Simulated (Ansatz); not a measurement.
As₂H⁺, triplet: the ladder up to RCCSDTQ

Geometry: that of the As2H, quartet, kept fixed.

```xyz
3

As    0.0000   -0.5251    0.8030
As    0.0000   -0.4773   -1.6877
H     0.0000    1.0024    0.8847
```

Basis cc-pVDZ; Ansatz 0.2.0. Correlated methods freeze the noble-gas cores and the filled d shells of p-block atoms, which leaves 10 electrons in 31 orbitals. R marks a restricted (for open shells ROHF) determinant, U an unrestricted one. Active spaces: valence = (10e, 9o) chosen from the atoms' valence shells. No spin–orbit coupling is included, and no scalar relativity.

Full CI isn't at hand for all of this; RCCSDTQ serves as the reference, and is uncertain by the last step of the cluster series or more. The frozen core follows each run's orbitals, which can shift R against U totals by a few meV for light atoms and by up to 0.1 eV past Ca.

For open shells CISD is restricted-active-space CI with the open shells as a complete middle space.

* UHF ⟨S²⟩: 2.344
* T1 diagnostic (RCCSD): 0.0413
* largest doubles amplitude (RCCSD): 0.095

| level | E − E(RCCSDTQ) (kJ/mol) | share of correlation (%) | wall time |
| --- | --- | --- | --- |
| RHF | 538.8 | 0.00 | – |
| RMP2 | 121.1 | 77.53 | – |
| CISD | 66.4 | 87.67 | 8.5 s |
| RCCSD | 25.2 | 95.32 | – |
| RCCSD(T) | 5.7 | 98.95 | 24 s |
| BCCD(T) | 5.5 | 98.98 | 25 s |
| RCCSDT | 1.6 | 99.70 | – |
| RCCSDT(Q) | 0.1 | 99.98 | 37 s |
| CASSCF (valence space) | 365.3 | 32.21 | – |
| NEVPT2 (valence space) | 79.7 | 85.21 | 12 s |
| MRCISD (valence space) | 25.6 | 95.24 | – |
| MRCISD+Q (valence space) | -1.0 | 100.18 | 13 s |

The correlation energy at RCCSDTQ, counted from RHF, is -5.584 eV. That run took 51 s on 2 threads of AMD EPYC 7R13 with a shared H100 80 GB, shared host.

Run but not shown, since their state, orbitals or frozen core can't be matched to the reference's or they repeat it: UHF, UMP2, UCCSD, UCCSD(T), UCCSDT, UCCSDT(Q), UCCSDTQ.

Times hold each run's SCF and search for its determinant on a shared host, so for small cases they say little of a method's own cost; they ran on 1 thread of AMD EPYC 7R13.

Natural occupations of CASSCF (valence space) about the gap: 1.989 1.979 1.959 1.933 1.004 0.978 0.066 0.059 0.032; effectively unpaired electrons, Σ n²(2−n)², 2.06.
